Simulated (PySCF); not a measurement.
Isomers of C4H8N2.

All values: wB97X-D/def2-SVPD (PySCF) at GFN2-xTB geometries, gas phase, one conformer each. Core orbitals are frozen in the response; Δα² is half the sum of the squared differences of the principal polarisabilities.

Question: Rank by mean static polarisability, lowest first.
A. `[CH3:1][N:2]1[CH2:3][CH2:4][CH:5]=[N:6]1` with C1–N2–C3–C4 154°, N2–C3–C4–C5 -11°, C3–C4–C5–N6 6°, C1–N2–N6–C5 -152°
B. `[CH2:1]=[CH:2]/[C:3]([CH3:4])=[N:5]\[NH2:6]` with C1–C2–C3–C4 3°, C3–N5–N6–H -22° and -160°
C. `[H]/[N:6]=[C:4](\[CH:3]=[N:2]\[CH3:1])[CH3:5]` with N2–C3–C4–C5 0°

Answer: A (9.27 Å³), C (9.99 Å³), B (10.74 Å³).

Question: Rank by dipole moment, highest first.
A. `[H]/[N:4]=[C:3](/[CH:2]=[CH2:1])[CH2:5][NH2:6]` with C1–C2–C3–N4 -173°, C2–C3–C5–N6 171°, C3–C5–N6–H -69° and 171°
B. `[CH3:1][N:2]1[CH2:3][CH2:4][CH:5]=[N:6]1` with C1–N2–C3–C4 154°, N2–C3–C4–C5 -11°, C3–C4–C5–N6 6°, C1–N2–N6–C5 -152°
C. `[CH2:1]=[CH:2]/[C:3]([CH3:4])=[N:5]\[NH2:6]` with C1–C2–C3–C4 3°, C3–N5–N6–H -22° and -160°
D. `[H]/[N:6]=[C:4](\[CH:3]=[N:2]\[CH3:1])[CH3:5]` with N2–C3–C4–C5 0°

Answer: A (3.37 D), D (2.80 D), B (2.18 D), C (1.80 D).

Question: Rank by HOMO energy, highest first.
A. `[H]/[N:6]=[C:4](\[CH:3]=[N:2]\[CH3:1])[CH3:5]` with N2–C3–C4–C5 0°
B. `[CH3:1][N:2]1[CH2:3][CH2:4][CH:5]=[N:6]1` with C1–N2–C3–C4 154°, N2–C3–C4–C5 -11°, C3–C4–C5–N6 6°, C1–N2–N6–C5 -152°
C. `[CH2:1]=[CH:2]/[C:3]([CH3:4])=[N:5]\[NH2:6]` with C1–C2–C3–C4 3°, C3–N5–N6–H -22° and -160°

Answer: B (-7.55 eV), C (-7.95 eV), A (-9.26 eV).

All values together:

| SMILES | μ (D) | HOMO (eV) | LUMO (eV) | α (Å³) | Δα (Å³) |
| --- | --- | --- | --- | --- | --- |
| [H]/N=C(C)\C=N\C | 2.80 | -9.26 | 0.25 | 9.99 | 5.79 |
| C=C/C(C)=N\N | 1.80 | -7.95 | 0.75 | 10.74 | 7.80 |
| [H]/N=C(/C=C)CN | 3.37 | -9.31 | 0.68 | 9.85 | 5.23 |
| CN1CCC=N1 | 2.18 | -7.55 | 2.16 | 9.27 | 3.86 |

Conformers: `[H]/[N:6]=[C:4](\[CH:3]=[N:2]\[CH3:1])[CH3:5]` with N2–C3–C4–C5 0°; `[CH2:1]=[CH:2]/[C:3]([CH3:4])=[N:5]\[NH2:6]` with C1–C2–C3–C4 3°, C3–N5–N6–H -22° and -160°; `[H]/[N:4]=[C:3](/[CH:2]=[CH2:1])[CH2:5][NH2:6]` with C1–C2–C3–N4 -173°, C2–C3–C5–N6 171°, C3–C5–N6–H -69° and 171°; `[CH3:1][N:2]1[CH2:3][CH2:4][CH:5]=[N:6]1` with C1–N2–C3–C4 154°, N2–C3–C4–C5 -11°, C3–C4–C5–N6 6°, C1–N2–N6–C5 -152°.
